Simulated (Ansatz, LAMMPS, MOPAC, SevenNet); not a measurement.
How well does each level of theory give the lattice parameter a of rock-salt PbS?

Reference value: 5.914 Å (measured, 120 K, no zero-point or thermal correction; as tabulated in Noda, Masumoto, Ohba, Saito, Toriumi, Iwata, Shibuya, Acta Cryst. C 43, 1443 …).

Task: What do ionic model fan2014, PM7 semi-empirical Hartree-Fock (MOPAC), SevenNet-l3i5, LDA, PBE, r²SCAN, HSE06 give, and how far is each from the reference?

Result: 
```
level (code)                                     value (Å)  difference (%)
-----------------------------------------------  ---------  --------------
ionic model fan2014 (rigid ions, LAMMPS)             5.939           +0.42
PM7 semi-empirical Hartree-Fock (MOPAC) (MOPAC)      6.046           +2.23
SevenNet-l3i5 (SevenNet)                             6.009           +1.61
LDA (Ansatz)                                         5.845           -1.17
PBE (Ansatz)                                         6.009           +1.61
r²SCAN (Ansatz)                                      5.974           +1.01
HSE06 (Ansatz)                                       5.969           +0.93
```

Leaving aside ionic model fan2014, which can be fitted to such values or carry a doubt: The reference is not for a static lattice or low temperature, so close values are not ranked against it. Off by more than 1.25 % (a bound picked here): PM7 semi-empirical Hartree-Fock (MOPAC) (+2.23 %), SevenNet-l3i5 (+1.61 %), PBE (+1.61 %).

The reference has no zero-point or thermal correction, while the calculations are for a static lattice, so the differences are not the levels' errors alone. A static lattice is as a rule a little smaller than the measured one.  Density-functional levels without +SOC have no spin–orbit coupling. PM7 semi-empirical Hartree-Fock (MOPAC): the method was fitted mainly to molecules. PM7 semi-empirical Hartree-Fock (MOPAC): the run uses a supercell at the zone centre in place of a k mesh. Cutoffs and k meshes differ between the levels. Ansatz's density-functional and Hartree–Fock values are scalar-relativistic unless marked +SOC, with PAW data made under PBE.

Empirical potentials (ionic model fan2014) are fitted to chosen data, which need not cover the solid at hand: agreement can be built in, and what lay outside the fit can be far off. Machine-learned potentials (SevenNet-l3i5) are trained on DFT data, which may include these solids.

Differences are worked out from the printed values.

Ansatz is a first-principles code.
